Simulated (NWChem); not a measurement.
# B3LYP/6-31G(d) (Cartesian functions) run of BF (SMILES [B]F)

Aim: the vertical electron affinity of BF at B3LYP/6-31G* (Cartesian functions), from 2 runs. 

The calculation is run with NWChem 7.3.0.

2 further runs of the same task are left out: 2 set aside as unsound or not needed. Runs told in other sessions of the task aren't counted.

## 1. Starting point

BF has 2 atoms, charge 0, and is taken as a singlet. SMILES: `[B]F`. Geometry: relaxed at PBE0-D4/def2-TZVP.

Bond lengths: B1–F2 1.263 Å.

## 2. Energy and gradient at B3LYP/6-31G(d) (Cartesian functions)

run.py reads:

```python
from ase import Atoms
from ase.calculators.nwchem import NWChem

mol = Atoms(['B', 'F'], positions=[
    [0.000000, -0.000000, -0.009350],
    [-0.000000, 0.000000, 1.253740],
])

calc = NWChem(
    label='mol',
    theory='dft',
    memory='2200 mb',
    basis='6-31G*',
    dft={'xc': 'b3lyp', 'mult': '1', 'grid': 'xfine', 'convergence': 'energy 1e-08', 'iterations': '100', 'mulliken': None, 'print': 'low'},
)
mol.calc = calc

forces = mol.get_forces()
print("Total energy (eV):", round(mol.get_potential_energy(), 6))
print("forces (eV/A):")
for s, f in zip(mol.symbols, forces):
    print(f"{s:2s} {f[0]:10.5f} {f[1]:10.5f} {f[2]:10.5f}")
```

The run is started by

```bash
$ export ASE_NWCHEM_COMMAND="nwchem PREFIX.nwi > PREFIX.nwo"
$ python run.py
```

The program printed:

```text
Total energy (eV): -3392.115096
forces (eV/A):
B    -0.00000   -0.00000   -0.54230
F     0.00000    0.00000    0.54230
```

The calculator wrote mol.nwi:

```
title "mol"

permanent_dir mol

scratch_dir mol

start mol

geometry units angstrom nocenter noautosym noautoz
  B  0.0000000000000000e+00 -0.0000000000000000e+00 -9.3500000000000007e-03
  F  -0.0000000000000000e+00 0.0000000000000000e+00 1.2537400000000001e+00
end

memory 2200 mb

basis noprint
   * library 6-31G*
end

dft
  xc b3lyp
  mult 1
  grid xfine
  convergence energy 1e-08
  iterations 100
  mulliken
  print low
end

task dft gradient
```

mol.nwo:

```text
Northwest Computational Chemistry Package (NWChem) 7.3.0
             --------------------------------------------------------

           Job information
           ---------------

    nwchem branch   = 7.3.0
    use scalapack   = T
    input           = mol.nwi
    prefix          = mol.
    data base       = mol/mol.db
    status          = startup
    nproc           =        1

           Memory information
           ------------------

    heap     =     72089600 doubles =      550.0 Mbytes
    stack    =     72089597 doubles =      550.0 Mbytes
    global   =    144179200 doubles =     1100.0 Mbytes (distinct from heap & stack)
    total    =    288358397 doubles =     2200.0 Mbytes
    verify   = yes
    hardfail = no

           Directory information
           ---------------------

  0 permanent = mol
  0 scratch   = mol

[... 27 lines left out ...]
            Nuclear Dipole moment (a.u.)
[... 44 lines left out ...]
   convergence    iter        energy       DeltaE   RMS-Dens  Diis-err    time
[... 9 lines left out ...]
         Total DFT energy =     -124.657931517527
      One electron energy =     -209.001522329398
           Coulomb energy =       79.952552756281
    Exchange-Corr. energy =      -14.461914786239
 Nuclear repulsion energy =       18.852952841829
[... 5 lines left out ...]
     ---------------------------------------------
      Total Density - Mulliken Population Analysis
     ---------------------------------------------

    Atom       Charge   Shell Charges
 -----------   ------   -------------------------------------------------------
    1 B    5     4.92   1.99  0.66  0.80  1.20  0.19  0.07
    2 F    9     9.08   1.99  0.98  3.33  0.81  1.88  0.09

     -------------------------------------------
      Total Density - Lowdin Population Analysis
     -------------------------------------------

    Atom       Charge   Shell Charges
 -----------   ------   -------------------------------------------------------
    1 B    5     5.04   1.98  0.43  0.76  0.81  0.39  0.68
    2 F    9     8.96   1.98  0.85  3.17  0.48  2.01  0.47

                         DFT ENERGY GRADIENTS

    atom               coordinates                        gradient
                 x          y          z           x          y          z
   1 B       0.000000   0.000000  -0.017669    0.000000   0.000000   0.010546
   2 F       0.000000   0.000000   2.369225   -0.000000  -0.000000  -0.010546

 Task  times  cpu:        3.2s     wall:        3.2s
 Total times  cpu:        3.3s     wall:        3.3s
```

Run time: 4.8 s. Hardware: 1 thread of Intel Xeon Platinum 8259CL at 2.50GHz (Skylake/Cascade Lake), shared host; peak memory 0.11 GiB.

## 3. The doublet anion: a single-point energy at UB3LYP/6-31G(d) (Cartesian functions)

geom.nw reads:

```
START geom
memory 2200 mb
charge -1

GEOMETRY units angstroms noautosym nocenter noautoz
B     0.000000    0.000000   -0.009350
F     0.000000    0.000000    1.253740
END

BASIS
* library 6-31G*
END

DFT
xc b3lyp
mult 2
grid xfine
convergence energy 1e-08
iterations 100
mulliken
END

TASK dft energy
```

The run is started by

```bash
$ nwchem geom.nw > geom.out
```

The program printed:

```text
[...]
          Wavefunction type:  spin polarized.
          No. of atoms     :     2
          No. of electrons :    15
[...]
          Charge           :    -1
          Spin multiplicity:     2
[...]
          AO basis - number of functions:    30
[...]
              XC Information
              --------------
                         B3LYP Method XC Potential
                     Hartree-Fock (Exact) Exchange  0.200
                        Slater Exchange Functional  0.800 local
                    Becke 1988 Exchange Functional  0.720 non-local
              Lee-Yang-Parr Correlation Functional  0.810
                  VWN I RPA Correlation Functional  0.190 local
[...]
 d= 0,ls=0.0,diis     1   -124.3599897244 -1.43D+02  2.80D-02  6.54D-01     0.8
[...]
 d= 0,ls=0.0,diis     8   -124.5627928663 -2.67D-09  1.23D-06  8.85D-10     4.9
[...]
         Total DFT energy =     -124.562792866274
      One electron energy =     -213.680827910973
           Coulomb energy =       85.051155226635
    Exchange-Corr. energy =      -14.786073023765
 Nuclear repulsion energy =       18.852952841829
[...]
      Total Density - Mulliken Population Analysis
     ---------------------------------------------
    Atom       Charge   Shell Charges
 -----------   ------   -------------------------------------------------------
    1 B    5     5.80   1.99  0.46  1.03  1.43  0.84  0.05
    2 F    9     9.20   1.99  0.96  3.36  0.83  1.99  0.07
[...]
      <S2> =      0.7523 (Exact =     0.7500)
[...]
```

Wall time 5.7 s (1 thread of Intel Xeon Platinum 8259CL at 2.50GHz (Skylake/Cascade Lake), shared host); peak memory 0.11 GiB.

## 4. Outcome

At B3LYP/6-31G* (Cartesian functions):

| quantity | value |
| --- | --- |
| singlet BF: total energy | -124.65793 Eh |
| singlet BF: largest force on an atom | 0.542 eV/Å |
| doublet anion: total energy | -124.56279 Eh |
| doublet anion: HOMO energy (highest over α and β) | 5.82 eV |
| doublet anion: LUMO energy (lowest over α and β) | 7.89 eV |
| doublet anion: ⟨S²⟩ | 0.752 |
| vertical electron affinity (to the doublet anion) | -2.589 eV |

What this shows: The anion lies 2.59 eV (60 kcal/mol) above the neutral: the electron isn't bound at this level, and such a value depends on the basis. Without diffuse functions anions come out too high. The largest force (singlet BF) is 0.54 eV/Å: the shape isn't a stationary point for this species at this level. The HOMO (doublet anion) lies at positive energy, 5.82 eV, from the functional's self-interaction, a short basis or an electron that isn't bound; only total energies against the neutral tell.
